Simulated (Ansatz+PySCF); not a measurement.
Two shapes of doublet C2H4Cl.

Shape 1:

```xyz
7

C     0.0144    0.0000   -0.9057
C    -0.2534    0.0000    0.5246
Cl    1.3345    0.0000    1.4722
H     0.2060    0.9290   -1.4272
H     0.2060   -0.9290   -1.4272
H    -0.7537    0.8960    0.8816
H    -0.7537   -0.8960    0.8816
```

Shape 2:

```xyz
7

C     0.0108    0.0000   -0.9079
C    -0.2571    0.0000    0.5224
Cl    1.3566    0.0000    1.4854
H     0.2023    0.9290   -1.4294
H     0.2023   -0.9290   -1.4294
H    -0.7574    0.8960    0.8794
H    -0.7574   -0.8960    0.8794
```

Basis set: cc-pVTZ on H, C; cc-pV(T+d)Z on Cl (spherical functions). Frozen core: 7 orbitals. Correlation on ROHF uses semicanonical orbitals with singles. Charge 0, multiplicity 2.

Computed with Ansatz (development build ahead of 0.2.0) and PySCF 2.14.0; each method stands on the lowest determinant of its kind that the runs found.

(1) Which shape is lower in energy, and by how much in each method?

## Answers

(1)

```json
{"method": "ROHF", "E(2) − E(1) (eV)": "0.014"}
{"method": "UHF", "E(2) − E(1) (eV)": "0.010"}
{"method": "ROHF-MP2", "E(2) − E(1) (eV)": "0.014"}
{"method": "UHF-MP2", "E(2) − E(1) (eV)": "0.015"}
{"method": "ROHF-CCSD(T)", "E(2) − E(1) (eV)": "0.004"}
```

Shape 1 is lower.
